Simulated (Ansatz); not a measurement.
**Palladium, fcc: convergence with the k-point mesh**

Computed with Ansatz, LDA, scalar-relativistic PAW, on the relaxed cell (a = 3.842 Å; spin not included). Errors count from a run at 420 eV on a Γ-centred 23×23×23 mesh with Fermi-Dirac smearing of 0.1 eV, extrapolated to zero width. Fixed here: cutoff 420 eV, Fermi-Dirac width 0.1 eV. The SCF starts from atomic densities corrected by a trained network.

```tsv
k-mesh	E(σ→0) error (meV/atom)	P (GPa)	SCF iterations
2×2×2	3623.8	62.39	7
4×4×4	-146.2	-0.18	6
5×5×5	163.6	2.87	6
9×9×9	-7.1	-0.38	6
11×11×11	17.3	0.24	6
15×15×15	-4.9	-0.26	6
20×20×20	0.8	-0.19	6
```

Task: What does the run at 7×7×7 give (k-mesh)?

Result: E(σ→0) error (meV/atom): -4.5; P (GPa): 0.06; SCF iterations: 6.

Within 5 meV/atom of the last row: from 20×20×20 on.
